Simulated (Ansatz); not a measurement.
# AlH (SMILES [AlH]): levels of theory compared

Aim: a comparison of 5 runs (PBE/3-21G, revPBE/3-21G, BCCD(T)/3-21G, CCSDT(Q)/cc-pVTZ, CCSD(T)/cc-pVTZ) of AlH. 

The calculation is run with Ansatz 0.2.0.

53 further runs of the same task are left out: 53 set aside as unsound or not needed.

## 1. Starting point

AlH has 2 atoms, charge 0, and is taken as a singlet. As SMILES, `[AlH]`. The H2–Al1 distance was set to 2.420 Å, away from the relaxed value.

## 2. A single-point energy at PBE/3-21G (run 1)

The input, in.yaml:

```yaml
crystal:
  periodic: [false, false, false]
  atoms:
    - {symbol: Al, position_ang: [0.000000, 0.000000, -0.806730]}
    - {symbol: H, position_ang: [0.000000, 0.000000, 1.613470]}
basis:
  gaussian:
    orbitals: 3-21G.json
accuracy: high
hamiltonian:
  xc: {name: PBE}
```

The basis set 3-21G is read from a file made from the Basis Set Exchange's data (not shown).

Started as:

```sh
$ ansatz run in.yaml --threads 1 --pin off --max-ram 2610MiB --events-out events.jsonl --progress --plain --runs-dir runs
```

Output:

```text
Warning: RAYON_NUM_THREADS=1 ignored (pool sized by the plan → 1); use --threads N
Functional definition: PBE
  name "PBE"
  parameter kappa = 0.804
  parameter beta = 0.06672455060314922
  exchange = pbe_x(kappa = kappa, mu = beta*pi^2/3)
  correlation = pbe_c(beta = beta)
276 factors; integrals over basis functions are off by at most 3.2e-9 eV
mean field evaluation 1: about -6568.7701 eV, gradient 1.3e1 eV
mean field evaluation 2: about -6564.6288 eV, gradient 2.1e1 eV
mean field evaluation 4: about -6570.0462 eV, gradient 7.6e-1 eV
mean field evaluation 8: about -6570.0489 eV, gradient 1.4e-2 eV
mean field evaluation 16: about -6570.0489 eV, gradient 3.3e-7 eV
mean field -6570.04894268 eV, -241.4448453045 hartree, gradient 1.8e-9 eV, S^2 0.000000; 0 other end points of the search recorded, 0 dependent functions left out
reference -6570.04894501 eV, -241.4448453900 hartree; 7, 7 occupied and 8, 8 virtual orbitals, 276 factors
Total energy: -6570.04894501 eV, -241.4448453900 hartree
```

Run time: 0.53 s. Hardware: 1 thread of Intel Xeon Platinum 8259CL at 2.50GHz (Skylake/Cascade Lake), shared host.

## 3. The energy at revPBE/3-21G (run 2)

The input, in.yaml:

```yaml
crystal:
  periodic: [false, false, false]
  atoms:
    - symbol: Al
      position_ang: [0.000000, 0.000000, -0.806730]
    - symbol: H
      position_ang: [0.000000, 0.000000, 1.613470]
basis:
  gaussian:
    orbitals: 3-21G.json
total_charge: 0
accuracy: high
hamiltonian:
  xc: {name: revPBE}
```

The basis set 3-21G is read from a file made from the Basis Set Exchange's data (not shown).

Started as:

```sh
$ ansatz run in.yaml --threads 1 --pin off --max-ram 2610MiB --events-out events.jsonl --progress --plain --runs-dir runs
```

Output:

```text
Warning: RAYON_NUM_THREADS=1 ignored (pool sized by the plan → 1); use --threads N
Functional definition: revPBE
  name "revPBE"
  parameter kappa = 1.245
  parameter beta = 0.06672455060314922
  exchange = pbe_x(kappa = kappa, mu = beta*pi^2/3)
  correlation = pbe_c(beta = beta)
276 factors; integrals over basis functions are off by at most 3.2e-9 eV
mean field evaluation 1: about -6571.1884 eV, gradient 1.4e1 eV
mean field evaluation 2: about -6566.9054 eV, gradient 2.2e1 eV
mean field evaluation 4: about -6572.5417 eV, gradient 8.6e-1 eV
mean field evaluation 8: about -6572.5456 eV, gradient 1.8e-2 eV
mean field evaluation 16: about -6572.5456 eV, gradient 6.2e-7 eV
mean field -6572.54563419 eV, -241.5365970251 hartree, gradient 2.8e-9 eV, S^2 0.000000; 0 other end points of the search recorded, 0 dependent functions left out
reference -6572.54563708 eV, -241.5365971314 hartree; 7, 7 occupied and 8, 8 virtual orbitals, 276 factors
Total energy: -6572.54563708 eV, -241.5365971314 hartree
```

It took 0.52 s on 1 thread of Intel Xeon Platinum 8259CL at 2.50GHz (Skylake/Cascade Lake), shared host.

Runs 3 to 4 aren't shown in full; the table further down has their settings and results.

## 4. A single-point energy at CCSD(T)/cc-pVTZ (run 5)

The input, run.yaml:

```yaml
crystal:
  periodic: [false, false, false]
  atoms:
    - {symbol: Al, position_ang: [0.000000, 0.000000, -0.806730]}
    - {symbol: H, position_ang: [0.000000, 0.000000, 1.613470]}
basis:
  gaussian:
    orbitals: cc-pVTZ
total_charge: 0
correlation:
  method: ccsd_t
  frozen_orbitals: {Al: 5, H: 0}
accuracy: high
scf:
  omitted_lower_state_checks: [cluster_reference, increment]
```

Started as:

```sh
$ ansatz run run.yaml --threads 1 --pin off --max-ram 2610MiB --events-out events.jsonl --progress --plain --runs-dir runs
```

Output (excerpt; [...] marks lines left out):

```text
Warning: RAYON_NUM_THREADS=1 ignored (pool sized by the plan → 1); use --threads N
Functional definition: HF
  name "HF"
[...]
608 factors; integrals over basis functions are off by at most 3.7e-9 eV
[...]
mean field -6596.38171607 eV, -242.4125568775 hartree, gradient 1.0e-8 eV, S^2 0.000000; 0 other end points of the search recorded, 0 dependent functions left out; unrestricted orbitals would lower it
5 core orbitals not correlated: weight in the atoms' cores, before any rotation towards them, 1.000 or more for the frozen orbitals, at most 0.000 for the correlated occupied ones
reference -6596.38171607 eV, -242.4125568775 hartree; 2, 2 occupied and 41, 41 virtual orbitals, 608 factors
second order -1.70332931 eV of doubles, -0.00000000 eV of singles
cycle   1  -2.07131080 eV  change   -3.7e-1 eV  update   7.5e-2
[...]
cycle  24  -2.34431870 eV  change   2.0e-10 eV  update  9.3e-11
perturbative correction -0.05885976 eV, -0.0021630562 hartree
Total energy: -6598.78489453 eV, -242.5008720568 hartree
Checks for a lower state left out: cluster_reference, increment
```

Wall time 0.74 s (1 thread of Intel Xeon Platinum 8259CL at 2.50GHz (Skylake/Cascade Lake), shared host); peak memory 0.12 GiB.

## 5. All runs side by side

| run | level | frozen core orbitals | energy (Eh) | wall time |
| --- | --- | --- | --- | --- |
| 1 | PBE/3-21G | – | -241.444845 | 0.53 s |
| 2 | revPBE/3-21G | – | -241.536597 | 0.52 s |
| 3 | BCCD(T)/3-21G | 5 | -241.135728 | 0.28 s |
| 4 | CCSDT(Q)/cc-pVTZ | 5 | -242.501611 | 3.9 s |
| 5 | CCSD(T)/cc-pVTZ | 5 | -242.500872 | 0.74 s |

## 6. What came out

```
                                          quantity          value
                               run 5: total energy  -242.50087 Eh
run 5: correlation energy (5 core orbitals frozen)      -88.3 mEh
                             run 5: (T) correction      -2.16 mEh
                              run 5: T1 diagnostic          0.028
```

Totals of different functionals can't be ranked against each other. In runs 3, 4, 5 the log says that unrestricted orbitals would lower the reference, so the values rest on an unstable closed-shell determinant (other closed-shell runs at this shape may share the fault). All runs together took 6 s, the longest 3.9 s.
